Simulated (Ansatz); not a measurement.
# CH2O3: the cost of one run

Computed with Ansatz 0.2.0 (the levels named in each step, unless a step's input says otherwise).

## 1. Starting point

Bond lengths: O1–C2 1.236 Å, C2–O3 1.307 Å, C2–O4 1.265 Å, O3–H5 0.986 Å, O4–H6 0.983 Å. Angles: O1–C2–O3 113.3°, O1–C2–O4 129.7°, O3–C2–O4 117.0°, C2–O3–H5 121.4°, C2–O4–H6 119.9°.

Coordinates:

```xyz
6

O     0.0770    1.2541    0.1648
C    -0.0570    0.0360    0.0029
O     1.0797   -0.6063   -0.0504
O    -1.1109   -0.6529   -0.1141
H     1.9408   -0.1335    0.0350
H    -1.9897   -0.2141   -0.0747
```

## 2. A rough first relaxation, PBE-D4/def2-SVP

This run stands in another session on the same molecule. It ended at:

```xyz
6

O    -0.0214    1.2758    0.1661
C    -0.0108    0.0171    0.0032
O     1.0923   -0.6534   -0.0559
O    -1.1012   -0.6664   -0.1124
H     1.9311   -0.1332    0.0327
H    -1.9500   -0.1566   -0.0701
```

## 3. Relaxation, PBE0-D4/def2-TZVPP

This run stands in another session on the same molecule. It ended at:

```xyz
6

O    -0.0222    1.2648    0.1643
C    -0.0105   -0.0019    0.0005
O     1.0812   -0.6503   -0.0556
O    -1.0901   -0.6630   -0.1127
H     1.8949   -0.1220    0.0336
H    -1.9134   -0.1442   -0.0665
```

## 4. Frequencies, PBE0-D4/def2-TZVPP

input.yaml

```yaml
crystal:
  periodic: [false, false, false]
  atoms:
    - { symbol: O, position_ang: [-0.02217585, 1.26475115, 0.16428945] }
    - { symbol: C, position_ang: [-0.01047632, -0.00188722, 0.00049806] }
    - { symbol: O, position_ang: [1.08121512, -0.65033163, -0.05563765] }
    - { symbol: O, position_ang: [-1.09006665, -0.66301564, -0.11269369] }
    - { symbol: H, position_ang: [1.89487939, -0.12197611, 0.03362039] }
    - { symbol: H, position_ang: [-1.91340568, -0.14421054, -0.06653655] }
magnetization:
  spin_polarized: true
  initial_magnetization: 1
total_charge: 1
basis:
  gaussian: { orbitals: def2-TZVPP }
hamiltonian:
  xc: pbe0
  dispersion: d4
phonons: {}
```

Started as:

```console
ansatz run input.yaml --threads 4 --pin off --max-ram 10240MiB --backend cpu --events-out ev --progress --plain --runs-dir out
```

**Question.** How long does this run take on 4 threads of Arm Neoverse N1, shared host, and how much memory does it need?

About 75 s, with a peak of 0.32 GiB.
